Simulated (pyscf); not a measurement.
`[Cl][Ge][Cl]` [singlet] + `[NH3]` → `[NH]=[Ge]([Cl])[Cl]` + `[H][H]`, a concerted two-bond exchange (singlet surface; H–N, H–N broken, Ge–N, H–H formed). Optimised with ωB97X-D3(BJ)/def2-SVP in PySCF. Energies in kJ/mol from the separated reactants.

Small-basis levels: PySCF, no dispersion term, spherical d functions. 

**Question.** In single points HF/STO-3G puts the saddle at 413.6 kJ/mol and the reaction energy at +199.0 kJ/mol. Should these be trusted to within a few kcal/mol? Compare with ωB97M-D3(BJ)/def2-TZVP.

**Answer.** ωB97M-D3(BJ)/def2-TZVP gives ΔE‡ = 371.0 kJ/mol and ΔE = +218.2 kJ/mol. HF/STO-3G lies 42.6 kJ/mol over it in the barrier and 19.2 kJ/mol under it in the reaction energy, so on this step it does not hold to within 12.6 kJ/mol. ωB97M-D3(BJ)/def2-TZVP has limits of its own. On the reactant side the descent ends in an adduct with a Ge–N contact, 101.1 kJ/mol under the separated species and 468.6 kJ/mol under the saddle at ωB97X-D3(BJ)/def2-TZVP. What is counted as formed (Ge–N) is already present as a longer contact in the reactant adduct; forming that adduct is a step of its own. The same reactants have a lower exit, to HCl + H₂N–Ge:–Cl [singlet] (highest point, the separated products, at +46.7 kJ/mol at ωB97M-D3(BJ)/def2-TZVP, against +371.0 kJ/mol here). One saddle was located; it need not be the lowest between these sides. A restricted solution here is unstable towards spin polarisation, so biradical character is likely and single-reference numbers are less safe. In the def2 sets elements up to Kr have no core potential.
